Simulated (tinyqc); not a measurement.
Born-Oppenheimer dynamics on the RHF/sto-6g surface (energies and gradients from PySCF), for H3O+, spin multiplicity 1, step by step. Computed by tinyqc, a small Python program that keeps every step (integrals from PySCF). Settings: charge = 1, multiplicity = 1, basis = sto-6g, time step (fs) = 0.5, steps = 16. Command: `OMP_NUM_THREADS=1 python tinyqc.py 22358 22359 out.jsonl` (the two numbers bound the seeds that draw the settings). One thread of a shared host (Intel(R) Xeon(R) Processor @ 2.60GHz), about 4 s of CPU time with the checks.

positions (bohr), order 1O, 2H, 3H, 4H:
```
[[0.043464, -0.015118, 0.370386],
 [1.821696, 0.056692, 0.018897],
 [-0.873053, 1.341706, -0.052912],
 [-0.874943, -1.555245, 0.013228]]
```

The total energy should stay constant up to terms of order dt^2; the step counts as short enough if it moves by less than 2 % of the largest kinetic energy.

Trajectory:
```
time (fs)  1O-2H (angstrom)  potential (hartree)  kinetic (hartree)  total (hartree)
0.000000           0.959959         -76.02884482         0.00022106     -76.02862376
0.500000           0.963180         -76.03130763         0.00253105     -76.02877659
1.000000           0.969742         -76.03678448         0.00772325     -76.02906123
1.500000           0.978760         -76.04094054         0.01174862     -76.02919192
2.000000           0.989040         -76.04144302         0.01230642     -76.02913660
2.500000           0.999239         -76.03877347         0.00977065     -76.02900282
3.000000           1.008062         -76.03480165         0.00592522     -76.02887642
3.500000           1.014421         -76.03144036         0.00264750     -76.02879286
4.000000           1.017550         -76.03000406         0.00124351     -76.02876055
4.500000           1.017079         -76.03101067         0.00223044     -76.02878023
5.000000           1.013054         -76.03414432         0.00529267     -76.02885165
5.500000           1.005943         -76.03827408         0.00930485     -76.02896923
6.000000           0.996597         -76.04159646         0.01249053     -76.02910593
6.500000           0.986181         -76.04214071         0.01295059     -76.02919012
7.000000           0.976052         -76.03892274         0.00980740     -76.02911534
7.500000           0.967596         -76.03343324         0.00457059     -76.02886265
8.000000           0.962045         -76.02960775         0.00095635     -76.02865140
```

Is the time step short enough?

No. The total energy moves within 5.7e-04 hartree; that is over 2 % of the largest kinetic energy, so the time step is too long.
